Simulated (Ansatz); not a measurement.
Input file:

```yaml
crystal:
  periodic: [false, false, false]
  atoms:
    - {symbol: N, position_ang: [-2.679661, -0.005881, -0.009153]}
    - {symbol: H, position_ang: [-2.976941, 0.961952, -0.009152]}
    - {symbol: H, position_ang: [-2.976940, -0.408181, 0.871107]}
    - {symbol: H, position_ang: [-1.070661, -0.005881, -0.009153]}
    - {symbol: Br, position_ang: [0.558339, -0.005880, -0.009153]}
basis:
  gaussian: {orbitals: cc-pVDZ, fitting: {mean_field: def2-universal-jkfit}}
magnetization: {spin_polarized: false, initial_magnetization: 1}
correlation: {active_space: {window: {electrons: 3, orbitals: 3}, states: [{multiplicity: 2, irrep: T2g, weights: [1]}]}}
```

```sh
$ ansatz run in.yaml --threads 1 --pin off --events-out ev --progress --plain --max-ram 2393MiB
```

(1) What does the program do with this input?

Results:

(1) Stopped by an error. The input was made wrong on purpose (irrep not in the group), so the run isn't a sound calculation of what was asked.
```
the irreps are read with x along [1.000, 0.000, -0.000], y along [-0.000, 0.541, 0.841] and z along [0.000, -0.841, 0.541] of the geometry given
397 factors; integrals over basis functions are off by at most 2.1e-1 eV
mean field evaluation 1: about -71524.4365 eV, gradient 1.6e1 eV
mean field evaluation 2: about -71525.4588 eV, gradient 7.0e0 eV
mean field evaluation 4: about -71525.6683 eV, gradient 7.1e-1 eV
mean field evaluation 8: about -71525.6778 eV, gradient 3.6e-6 eV
mean field evaluation 16: about -71525.6778 eV, gradient 1.3e-6 eV
mean field evaluation 32: about -71525.6069 eV, gradient 1.2e0 eV
mean field -71525.67776495 eV, -2628.5201760161 hartree, gradient 3.6e-6 eV, S^2 0.750000; 5 other end points of the search recorded, 0 dependent functions left out
reference -71525.67776495 eV, -2628.5201760161 hartree; 23, 22 occupied and 33, 34 virtual orbitals, 397 factors
Error: the irrep T2g is not accepted for these orbitals, which take A', A'', or 1 to 2
```
